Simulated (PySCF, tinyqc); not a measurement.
Starting guesses with DIIS over 6 matrices: SCF starting guesses in the sto-3g basis, for CO, spin multiplicity 1. Computed by the program tinyqc with PySCF. 

Geometry (angstrom):
```
atom       x       y       z
C     0.0000  0.0000  0.0000
O     0.0000  0.0000  1.6350
```

lowest restricted solution found by these runs and by PySCF = -110.951013 hartree

RHF with one setting changed at a time; a run stops when the energy changes by less than 1e-09 hartree and the error matrix is below 1e-5. Starts: the lowest orbitals of the core Hamiltonian, of the Wolfsberg-Helmholz matrix (K = 1.75), projected atomic densities, random orbitals, and the highest orbitals of the core Hamiltonian (a deliberately bad start).

Largest element of the error matrix X^T (FDS - SDF) X:
```
iteration     core  Wolfsberg-Helmholz  atomic densities   random  highest core orbitals
1          4.9e-01             5.3e-01           6.4e-01  1.5e+01                5.9e-01
2          1.2e+00             1.6e+00           7.0e-01  6.8e-01                6.8e-01
3          1.9e+00             1.3e-01           9.9e-01  1.9e+00                8.2e-01
4          1.2e+00             1.1e-01           1.9e-01  2.3e-01                8.2e-01
5          6.6e-01             5.6e-02           7.4e-02  4.1e-01                8.8e-01
6          2.4e-01             1.8e-02           7.2e-02  3.6e-01                7.0e-01
8          1.7e-01             4.9e-04           2.1e-03  2.4e-01                2.6e-02
10         9.0e-02             3.6e-06           2.3e-05  4.5e-02                1.0e-02
14         3.0e-05                   -                 -  5.7e-03                1.6e-05
20               -                   -                 -  4.4e-05                      -
```

How each run ends:
```
run                    iterations  E (hartree)         state
core                           15   -110.95101  lowest found
Wolfsberg-Helmholz             11   -110.95101  lowest found
atomic densities               12   -110.95101  lowest found
random                         22   -110.95101  lowest found
highest core orbitals          15   -110.95101  lowest found
```

5 of 5 runs reach the lowest restricted solution found, in 11 to 22 iterations (fastest: Wolfsberg-Helmholz). The first errors are 5e-01, 5e-01, 6e-01, 2e+01, 6e-01. The restricted reference is unstable here: a spin-polarised solution lies 0.1060 hartree lower (PySCF), so results built on it describe a poor reference.
